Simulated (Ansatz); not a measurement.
Input for Ansatz (development build ahead of 0.2.0):

```yaml
crystal:
  periodic: [false, false, false]
  atoms:
    - { symbol: O, position_ang: [0.0, 0.0, 0.0] }
    - { symbol: H, position_ang: [0.0, 0.94, -0.24] }
    - { symbol: O, position_ang: [0.0, 0.0, 1.2901] }
basis:
  gaussian: { orbitals: STO-3G }
magnetization:
  spin_polarized: true
  initial_magnetization: 1
hamiltonian:
  xc: hf
correlation:
  method: ccsd_t
  frozen_orbitals: { H: 0, O: 1 }
```

The input is written out in the form of the current development build from the run's settings.

The run gave:

```yaml
Converged: yes
Reference_energy: -148.18956 hartree
CCSD_correlation_energy: -0.07991 hartree
Triples_correction: -0.00108 hartree
Total_energy: -148.27056 hartree
Spin_squared_of_the_determinant: 0.753
```
